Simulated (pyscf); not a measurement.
HO–SiH₂–OH + silane (SiH₄) → silanol (HO–SiH₃) + silanol (HO–SiH₃) (four-centre exchange; singlet surface; O–Si, H–Si broken, O–Si, H–Si formed). PySCF, gas phase, ωB97X-D3(BJ)/def2-SVP geometries. Energies in kcal/mol from the separated reactants.

```json
[
 {"level": "PBE/def2-TZVP", "barrier": "25.9", "reaction energy": "+7.9"},
 {"level": "r²SCAN/def2-TZVP", "barrier": "26.1", "reaction energy": "+8.0"},
 {"level": "B3LYP-D3(BJ)/def2-TZVP", "barrier": "28.9", "reaction energy": "+7.5"},
 {"level": "PBE0-D3(BJ)/def2-TZVP", "barrier": "25.2", "reaction energy": "+7.8"},
 {"level": "ωB97M-D3(BJ)/def2-TZVP", "barrier": "28.1", "reaction energy": "+7.8"},
 {"level": "HF/def2-TZVP", "barrier": "44.6", "reaction energy": "+6.7"}
]
```

The functionals in the table span 3.7 kcal/mol in this barrier, from PBE0-D3(BJ) to B3LYP-D3(BJ). This is the saddle that the search found; another between the same sides may lie lower.
